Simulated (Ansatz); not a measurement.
Born–Oppenheimer molecular dynamics of AlClH2N (5 atoms, charge -1, multiplicity 1). It starts at the highest image of a converged band. Of that band: Neighbouring images differ by up to 2.0 eV, so the band resolves the path poorly. A vibrational analysis at the climbing image gives one clearly imaginary mode, 1090i cm⁻¹: a first-order saddle point.

Level of theory: RKS PBE0-D4/def2-SVP (Ansatz).

```
ensemble                      : NVE (velocity Verlet)
time step                     : 0.5 fs
steps asked                   : 200
starting velocities drawn for : 300 K
seed                          : 4955
```

First frame:

```xyz
5
Properties=species:S:1:pos:R:3
N -1.027 -0.414 -0.174
Al 0.442 0.603 -0.077
Cl 2.047 0.148 -1.549
H -1.587 0.040 0.565
H 0.125 -0.377 1.235
```

Task: How far do the bonds stretch over the last three quarters of this one trajectory? (Pairs bonded in most of those frames.)

Result: 
| bond | mean (Å) | spread (Å) | shortest | longest |
| --- | --- | --- | --- | --- |
| N1–Al2 | 1.747 | 0.061 | 1.64 | 1.86 |
| N1–H4 | 1.036 | 0.026 | 0.99 | 1.09 |
| Al2–Cl3 | 2.231 | 0.066 | 2.15 | 2.38 |
| Al2–H5 | 1.759 | 0.095 | 1.60 | 1.92 |

Pairs bonded in part of these frames only: Al2–H5 92 %.

Mean temperature of the second half: 2468 K. The conserved energy stayed within 0.2 meV per atom of its start (net change 0.075 meV per atom), so the integration is sound. The kinetic energy rose, since the run started high on the potential surface and went downhill. A run of 0.1 ps of so small a system gives no equilibrium averages. The orbitals stay closed-shell, which can raise the energy where a bond breaks towards radicals; this wasn't checked here. Limits of this set-up: an anion without diffuse functions.

The run took 10 min on 1 thread of Intel(R) Xeon(R) Processor @ 2.50GHz (Skylake/Cascade Lake) (shared host), peak memory 0.12 GiB.
